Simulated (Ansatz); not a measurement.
An input meant for the cluster B3H⁻ (charge -1, doublet).

```yaml
crystal:
  periodic: [true, true, true]
  atoms:
    - {symbol: B, position_ang: [0.748923, 0.126644, 0.992319]}
    - {symbol: B, position_ang: [-0.734264, 0.480439, 0.934787]}
    - {symbol: B, position_ang: [0.064962, -0.139061, -0.387361]}
    - {symbol: H, position_ang: [-0.079611, -0.468023, -1.539745]}
basis:
  gaussian: {orbitals: "6-31++G**"}
total_charge: -1
magnetization: {spin_polarized: true, initial_magnetization: 1}
hamiltonian: {xc: {name: revPBE}, dispersion: d4}
scf: {lower_state_search: full}
```

```sh
$ ansatz run in.yaml --threads 4 --pin off --events-out ev --progress --plain --max-ram 3916MiB
```

Output, abridged:

```
Error: YAML parse error: error: line 2 column 3: crystal: missing field `lattice` (a structure is typed as `lattice` and `atoms`, a molecule's as `atoms` in Å alone, or read from a run's directory, `checkpoint`)
 --> <input>:2:3
1 | crystal:
2 |   periodic: [true, true, true]
3 |   atoms:
4 |     - {symbol: B, position_ang: [0.748923, 0.126644, 0.992319]}
```

In this input the species is marked periodic without a cell. The input was rejected before any iteration.
